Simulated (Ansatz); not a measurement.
# B2HF (singlet): the correlation ladder, cc-pVDZ

An exercise on one series of results from a longer session: the logs are not shown, and one member is left open.

Program: Ansatz 0.2.0, Gaussian basis. Level of theory: cc-pVDZ, core rule «outside noble gas», up to 3 orbitals frozen. These are calculated values, not measurements.

The runs, in order: UHF; CCSD(T) on RHF; CCSD(T) on UHF; BCCD(T) on RHF; CISD; CCSDT(Q) on RHF; CCSDT(Q) on UHF; CASSCF and MRCISD+Q, 8 electrons in 8 orbitals; CASSCF and NEVPT2, 8 electrons in 8 orbitals.

28 further runs of the same task are left out: 12 that didn't finish, 16 set aside as unsound or not needed.

## The geometry

The geometry is a PBE0/def2-TZVP stationary point (not a proven minimum) of the parent state, kept for this charge and spin.

4 atoms, charge 0, spin multiplicity 1.

Atoms are counted from 1 here; the program's logs count them from 0.

Bond lengths: B1–B2 1.633 Å, B2–F3 1.328 Å, B2–H4 1.205 Å. Angles: B1–B2–F3 125.5°, B1–B2–H4 114.3°, F3–B2–H4 120.2°.

Set-up of the first run:

The input, in.yaml:

```yaml
crystal:
  periodic: [false, false, false]
  atoms:
    - {symbol: B, position_ang: [0.000000, -0.285996, 1.615495]}
    - {symbol: B, position_ang: [0.000000, 0.444539, 0.154784]}
    - {symbol: F, position_ang: [0.000000, -0.177695, -1.018097]}
    - {symbol: H, position_ang: [0.000000, 1.648828, 0.202133]}
basis:
  gaussian: {orbitals: cc-pVDZ}
magnetization: {spin_polarized: true, initial_magnetization: 0}
hamiltonian: {xc: hf}
output: {orbitals: {seedname: orbitals}}
```

Launch:

```
$ ansatz run in.yaml --threads 1 --pin off --events-out ev --progress --plain --max-ram 2393MiB
```

Steps of the session up to this table: UHF; CCSD(T) on RHF; CCSD(T) on UHF; BCCD(T) on RHF; CISD; CCSDT(Q) on RHF; CCSDT(Q) on UHF; CASSCF and MRCISD+Q, 8 electrons in 8 orbitals; CASSCF and NEVPT2, 8 electrons in 8 orbitals.

One table of the session follows, with a row left open; its other results are not shown here.

| method | from RCCSDT(Q) (meV) |
| --- | --- |
| RHF | +9795.0 |
| UHF | +9110.9 |
| RMP2 | +1258.2 |
| UMP2 | +986.3 |
| CISD | +1205.0 |
| RCCSD | +258.4 |
| UCCSD | +135.8 |
| RCCSD(T) | +49.2 |
| UCCSD(T) | ? |
| BCCD(T) | +44.1 |
| RCCSDT | +18.8 |
| UCCSDT | -209.7 |
| RCCSDT(Q) | 0 |
| UCCSDT(Q) | -293.7 |

**Question.** Estimate the row for UCCSD(T).

The run gave: from RCCSDT(Q) (meV): -71.5. In the column «from RCCSDT(Q) (meV)» it lies between UCCSDT (-209.7) and RCCSDT(Q) (0).

Left out of the table: CASSCF frontier, NEVPT2 frontier, MRCISD frontier, MRCISD+Q frontier (the active space lost an orbital or holds another state than full CI finds).

To keep in mind: The determinant is far from a pure spin state, so its energy mixes those of several spin states (harmless only where they are near-degenerate, as at dissociation). The program flags UCCSDT(Q) as in doubt, so those rows may rest on another solution; read them beside their warnings. Warnings: restricted reference is unstable; spin contamination. Restricted and unrestricted rows rest on different reference determinants; where their highest levels disagree by more than a few hundredths of an eV, they describe different states and don't form one ladder. Warnings in the runs' records: passed over end.
